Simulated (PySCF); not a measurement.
Gas-phase reaction: 3 CH3SiH2 + C2H6 ⇌ (CH3)3Si + 2 CH3SiH3

Method: PySCF energies (xtb for GFN2) plus ideal-gas RRHO corrections (1 bar). † marks an energy on the PBE0/def2-TZVP geometry and frequencies; other levels use their own. MP2 and CCSD(T) freeze the core. 6-31G* has spherical d functions here. Open shells (unrestricted): CH3SiH2 (multiplicity 2), (CH3)3Si (multiplicity 2); the rest are closed-shell singlets. GFN2 has no spin-polarisation term. CH3SiH2, (CH3)3Si: computed as isolated molecules; such fragments, hydroxides, amides, oligomers or adducts are transient or little studied in the gas. MP2 isn't extrapolated to the basis-set limit. CCSD(T) isn't extrapolated to the basis-set limit.

```tsv
level	ΔH°(298 K), kJ
CCSD(T)/def2-SVP†	[?]
GFN2-xTB	-328
HF/6-31G*	[?]
HF/def2-TZVP†	-275
MP2/def2-SVP†	[?]
PBE/def2-TZVP†	-338
PBE0/def2-QZVP†	[?]
r2SCAN/def2-TZVP†	-343
ωB97M-V/def2-TZVP†	-380
ωB97X-V/def2-TZVP†	-376
```

What belongs in the gaps?


- CCSD(T)/def2-SVP†, ΔH°(298 K), kJ: -330
- HF/6-31G*, ΔH°(298 K), kJ: -267
- MP2/def2-SVP†, ΔH°(298 K), kJ: -338
- PBE0/def2-QZVP†, ΔH°(298 K), kJ: -344
